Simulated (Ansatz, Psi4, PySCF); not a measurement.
Process, species as SMILES: C#C (C2H2) -> [C]#C (C2H) + H atom (the C-H bond breaks)

Property: bond dissociation energy (electronic), in kcal/mol. Conventions: non-relativistic; spin-orbit terms left out; 6-311+G** with 5d; 6-31G* and kin with 6d, 5d where marked; dispersion terms only where a functional's name holds one; open shells spin-unrestricted. Ab initio and DFT rows: single points at B3LYP-D3(BJ) geometries (Ansatz, a program for electronic structure). A UHF reference is markedly spin-contaminated in at least one set, which strains HF and MP2.

```csv
level,program,bond dissociation energy (electronic) (kcal/mol)
HF/6-311+G**,Ansatz,108.1
SVWN5/6-31G*,Ansatz,149.3
PBE/3-21G,Ansatz,138.4
PBE/def2-SVP,Ansatz,136.6
B3LYP/STO-3G,Ansatz,158.5
B3LYP/6-31G,Ansatz,139.8
B3LYP/6-31G*,Ansatz,138.7
B3LYP/6-31+G*,Ansatz,139.2
B3LYP/cc-pVDZ,Ansatz,138.2
B3LYP/6-311+G**,Ansatz,140.3
PBE0/6-31G*,Ansatz,136.3
PBE0/6-311+G**,Ansatz,137.6
M06-2X/6-31G* (5d),PySCF,136.8
wB97X-D/6-311+G**,Psi4,140.0
r2SCAN-D4/def2-TZVPD,Ansatz + dftd4,135.9
M06-2X/def2-TZVPD,PySCF,137.8
```

No value to compare with is used here. The 14 habitual levels span 108.1 (HF/6-311+G**) to 158.5 kcal/mol (B3LYP/STO-3G); r2SCAN-D4/def2-TZVPD gives 135.9.

The levels are drawn from those run, B3LYP/6-31G* more often than the rest, none by its result; runs whose electronic state is in doubt are left out.
